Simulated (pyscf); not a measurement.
One elimination on the singlet surface with elements of a group swapped. ωB97M-D3(BJ)/def2-TZVP, kJ/mol, from the reactant's lowest minimum found. Single points on ωB97X-D3(BJ)/def2-SVP structures (PySCF, gas phase).

```csv
step,barrier,reaction energy,imaginary mode (i cm⁻¹)
`[NH2][Zr]([OH])([F])[F]` → `[O]=[Zr]([F])[F]` + `[NH3]`,160.3,+237.7,1663
`[NH2][Ti]([OH])([F])[F]` → `[O]=[Ti]([F])[F]` + `[NH3]`,…,…,1646
```

### Question
Some entries are withheld; supply them.

### Answer

- `[NH2][Ti]([OH])([F])[F]` → `[O]=[Ti]([F])[F]` + `[NH3]`, barrier: 128.7
- `[NH2][Ti]([OH])([F])[F]` → `[O]=[Ti]([F])[F]` + `[NH3]`, reaction energy: +173.5

Row 1: On the product side the descent ends in an adduct with a N–Zr contact, 183.4 kJ/mol under the separated species and 93.8 kJ/mol under the saddle at ωB97X-D3(BJ)/def2-TZVP. Row 2: On the product side the descent ends in an adduct with a N–Ti contact, 186.9 kJ/mol under the separated species and 134.7 kJ/mol under the saddle at ωB97X-D3(BJ)/def2-TZVP. Each row is the saddle that its search found. Elements past Kr carry the def2 core potentials, without spin-orbit coupling.
